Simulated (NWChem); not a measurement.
ethylamine (C₂H₇N); SMILES CCN

```xyz
10

C      0.2599    -1.2361    -0.0315
C     -0.5555     0.0424     0.0220
N      0.3032     1.2074    -0.0817
H     -0.3865    -2.1265    -0.0048
H      0.8663    -1.2666    -0.9493
H      0.9499    -1.3026     0.8263
H     -1.1931     0.0241     0.9335
H     -1.2549     0.0585    -0.8317
H     -0.2493     2.0621    -0.0738
H      0.9183     1.2617     0.7291
```
Atoms are numbered in this order, from 1.

Program: NWChem. Pople sets run with spherical d functions. All runs use the structure optimised with PBE0/def2-SVP. Ions are spin-unrestricted doublets at the neutral geometry; other ion states weren't tried.

For level Hartree-Fock/6-31G*:

| Quantity | Result |
|---|---|
| vertical ionisation energy, ΔSCF (eV) | 8.22 |
| −ε(HOMO) (eV) | 10.43 |

### Question
How do the values read with level PBE0/6-31G* instead?

### Answer
The vertical ionisation energy, ΔSCF (eV) is 9.19 and the −ε(HOMO) (eV) is 6.47.
